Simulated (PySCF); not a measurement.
Species: C2H4ClFO.
Atom-mapped SMILES: `[OH:1][CH2:2][C@@H:3]([F:4])[Cl:5]` (hydrogens: H6 on O1; H7, H8 on C2; H9 on C3)

Geometry (PBE0-D3(BJ)/def2-SVP, Å), atoms numbered from 1 in this order:
```
atom  x, y, z in Å
O1    -1.216    0.238    0.990
C2    -0.648   -0.320   -0.146
C3     0.827   -0.007   -0.276
F4     0.971    1.348   -0.320
Cl5    1.763   -0.636    1.098
H6    -0.992    1.176    0.997
H7    -0.782   -1.411   -0.101
H8    -1.125    0.036   -1.084
H9     1.266   -0.439   -1.189
```

Level of theory: MP2 and CCSD/aug-cc-pVDZ in PySCF, restricted Hartree–Fock reference, frozen core, non-relativistic, gas phase, PBE0-D3(BJ)/def2-SVP geometry.

E(HF) = -711.89469 Eh.

**Question.** How large is the problem?

**Answer.** 155 basis functions and 50 electrons; 9 orbitals frozen, which leaves o = 16 correlated occupied and v = 130 virtual orbitals. That is o·v = 2080 singles and o·v(o·v + 1)/2 = 2164240 distinct closed-shell doubles amplitudes before symmetry; the costliest CCSD step grows as o²v⁴ = 7.3 × 10^10.

**Question.** What are the MP2 and CCSD correlation energies?

**Answer.** MP2 -0.8413 Eh and CCSD -0.8791 Eh, which gives totals of -712.73604 and -712.77380 Eh. That is 0.748 eV for each correlated electron at CCSD (2308 kJ/mol in all, 0.123 % of the total energy); MP2 gives 95.7 % of the CCSD value.

**Question.** What is the T1 diagnostic?

**Answer.** 0.0121, below the customary warning level of 0.02. It is the norm of the spatial-orbital singles amplitudes over the root of the number of correlated electrons, so the norm is 0.068.

**Question.** How does correlation change the dipole moment?

**Answer.** HF gives 2.40 D and CCSD (unrelaxed density) 2.14 D, a change of -0.26 D.

Connected triples and the basis-set limit are missing.

One conformer stands for the species.
